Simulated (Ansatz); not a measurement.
Ansatz (an electronic-structure program) input (BLYP/def2-TZVPD):

Ansatz 0.2 input:
```yaml
crystal:
  periodic: [false, false, false]
  atoms:
    - {symbol: C, position_ang: [-0.01045730, 1.16494198, 0.28083334]}
    - {symbol: C, position_ang: [0.00335542, -1.08563455, 0.35835550]}
    - {symbol: C, position_ang: [0.78119601, 0.05343446, -0.22140404]}
    - {symbol: C, position_ang: [-0.77709543, 0.04331744, -0.23746258]}
    - {symbol: H, position_ang: [-0.01266110, 2.16400671, -0.13473259]}
    - {symbol: H, position_ang: [-0.00706515, -1.19627589, 1.43925234]}
    - {symbol: H, position_ang: [0.01509168, -2.02148969, -0.19091273]}
    - {symbol: H, position_ang: [1.43058472, 0.00791586, -1.08314434]}
    - {symbol: H, position_ang: [-1.40794231, -0.01051293, -1.11239601]}
basis:
  gaussian:
    orbitals: def2-TZVPD
hamiltonian:
  xc: {name: BLYP}
magnetization: {spin_polarized: true, initial_magnetization: 1}
output: {forces: true}
```

Output:

```
Functional definition: BLYP
integrals: 0.07 GiB planned
951 factors; their error is unknown
mean field: 0.99 GiB planned
mean field evaluation 1: about -4212.4611 eV, gradient 5.0e1 eV
mean field evaluation 2: about -4176.3179 eV, gradient 9.4e1 eV
mean field evaluation 4: about -4224.4692 eV, gradient 8.8e0 eV
mean field evaluation 8: about -4224.8458 eV, gradient 2.5e-1 eV
mean field evaluation 16: about -4224.7954 eV, gradient 1.5e-4 eV
mean field -4224.79541938 eV, -155.2583679929 hartree, gradient 2.6e-5 eV, S^2 0.752443; 0 other end points of the search recorded, 0 dependent functions left out
the calculation of the forces begins
reference -4224.79577092 eV, -155.2583809118 hartree; 15, 14 occupied and 178, 179 virtual orbitals, 951 factors
Total energy: -4224.79577092 eV, -155.2583809118 hartree
Atom 0 at    -0.010457     1.164942     0.280833 Å, force    -0.004542     0.311731     0.244318 eV/Å
Atom 1 at     0.003355    -1.085635     0.358355 Å, force     0.001400    -0.309199     0.058908 eV/Å
Atom 2 at     0.781196     0.053434    -0.221404 Å, force     0.479159     0.031601     0.025541 eV/Å
Atom 3 at    -0.777095     0.043317    -0.237463 Å, force    -0.479953     0.025374     0.015657 eV/Å
Atom 4 at    -0.012661     2.164007    -0.134733 Å, force    -0.000651     0.222261    -0.076885 eV/Å
Atom 5 at    -0.007065    -1.196276     1.439252 Å, force    -0.002300    -0.028270     0.240993 eV/Å
Atom 6 at     0.015092    -2.021490    -0.190913 Å, force     0.002447    -0.210496    -0.104834 eV/Å
Atom 7 at     1.430585     0.007916    -1.083144 Å, force     0.154912    -0.020510    -0.200276 eV/Å
Atom 8 at    -1.407942    -0.010513    -1.112396 Å, force    -0.150472    -0.022493    -0.203423 eV/Å
Dipole moment:     0.004344    -0.160802    -0.320238 e Å
```

It need not be the lowest isomer of its formula.
